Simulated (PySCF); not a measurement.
Work out the structure from these simulated measurements.

Formula: C6H8.

- Dipole: 0.00 D [B3LYP/def2-SVPD]
- UV, first state: lowest singlet excitation: 5.61 eV (221 nm, f = 0.000) [TDDFT B3LYP/def2-SVPD]
- 13C NMR: chemical shifts (computed TMS as zero) by class: 132.4 (4 C), 29.5 (2 C) ppm [GIAO PBE0/pcSseg-1]
- XPS: C1s 290.1 (×4), C1s 290.7 (×2) eV [ΔSCF SCAN, pcX-2 on the ionised atom, pcseg-1 elsewhere, spin-free X2C]
- Rotational structure: rotational constants A, B, C: 5.183, 4.906, 2.600 GHz [PBE0-D3(BJ)/def2-SVP]
- Triplet: lowest triplet excitation (Tamm–Dancoff): 4.23 eV [TDA B3LYP/def2-SVPD]

Gas-phase values; electronic properties from PySCF, density fitting. Levels stand in brackets. Isolated species at its PBE0-D3(BJ)/def2-SVP geometry, gas phase. NMR classes are plain means over equivalent atoms (diastereotopic ones count apart unless rotation or inversion swaps them), as if these changed places fast.

Question: What is the compound? Reason from the data.

Answer: Numbering: `[CH:1]1=[CH:2][CH2:3][CH:4]=[CH:5][CH2:6]1`. Its formula, C6H8, gives 3 degrees of unsaturation: 1 ring and 2 π bonds in the structure found. 6 carbons fall into 2 classes; from least to most shielded: alkene CH carbon [C1/C2/C4/C5] (132.4 ppm, 4 C), allylic carbon [C3/C6] (29.5 ppm, 2 C). The core levels belong to: C1s 290.1 eV, alkene CH carbon [C1/C2/C4/C5]; C1s 290.7 eV, allylic carbon [C3/C6]. The vanishing dipole is forced by symmetry. The optimised geometry has point group D2h and is an asymmetric top. Structure: 1,4-cyclohexadiene (`C1CC=CCC=1`). Computed isomers that give other values at the same levels: `CCC=C1C=C1` (rotational constant A: 11.928 GHz; this holds for the one conformer computed); `C=C1CCC1=C` (rotational constant A: 4.957 GHz; this holds for the one conformer computed); `C=C/C=C/C=C` (rotational constant A: 26.496 GHz; this holds for the one conformer computed). The assignments are read from this structure; whether some other isomer fits the data as well wasn't checked.
